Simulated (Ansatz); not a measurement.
```xyz
8

C     0.0252   -0.0241   -0.8350
C     0.0572   -0.0154    0.7650
H    -0.0256   -0.9827   -1.1871
H    -0.9242    0.5314   -1.1187
H     0.9016    0.5881   -1.1827
H    -0.0199    1.0285    1.1778
H    -0.9455   -0.4954    1.2168
H     0.9067   -0.5316    1.1766
```

RHF on singlet C₂H₆ was run in several spherical basis sets with Ansatz (development build ahead of 0.2.0).

Problem. Rank the basis sets by the total energy that they give, lowest first, with the distance from the lowest.
A. STO-3G
B. def2-SVP
C. cc-pVDZ
D. 6-31G

Solution. C (0.00 eV), D (1.04 eV), B (1.64 eV), A (25.45 eV).

Totals follow the description of the cores as much as that of the bonds, so this order isn't one of quality for chemistry.
